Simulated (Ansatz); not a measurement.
## CH4FSi+: where a starting geometry ends

The starting geometry of this gas-phase singlet was optimised with GFN2-xTB; its bonds are those of `FC[SiH2+]`.

```xyz
7

C    -1.1205   -0.5584    0.4413
F    -1.1745    0.7562    0.0509
Si   -2.9460   -1.1291    0.5632
H    -0.5256   -1.0893   -0.3217
H    -0.5699   -0.5812    1.3975
H    -3.6759   -0.9426    1.8148
H    -3.6315   -1.5963   -0.6394
```

Question: Where would you expect an optimisation with PBE0-D3(BJ)/def2-SVP to take it?

Answer: A new bond forms, giving a structure with F2 bridging C1 and Si3, given below by its coordinates. Distances that change by over a tenth: C1–F2 (1.37 → 1.55 Å). Contacts that close: F2–Si3 (2.64 → 1.83 Å).

The energy falls by 0.56 eV over 12 steps:

```csv
step,E − E(last) (eV)
1,0.556
2,0.456
3,0.393
5,0.097
6,0.062
7,0.007
8,0.004
10,0.000
11,0.000
12,0.000
```

Final geometry (Å):

```xyz
7

C    -1.0198   -0.8100    0.5151
F    -1.8160    0.4650    0.1392
Si   -2.8479   -0.9985    0.5256
H    -0.4150   -1.0663   -0.3633
H    -0.4565   -0.5651    1.4238
H    -3.5734   -0.7334    1.7793
H    -3.5151   -1.4324   -0.7132
```

Frequencies at the end are all real (lowest 350 cm⁻¹). Run with Ansatz 0.2.0, 20 s on 1 thread of Arm Neoverse V1 (shared host).
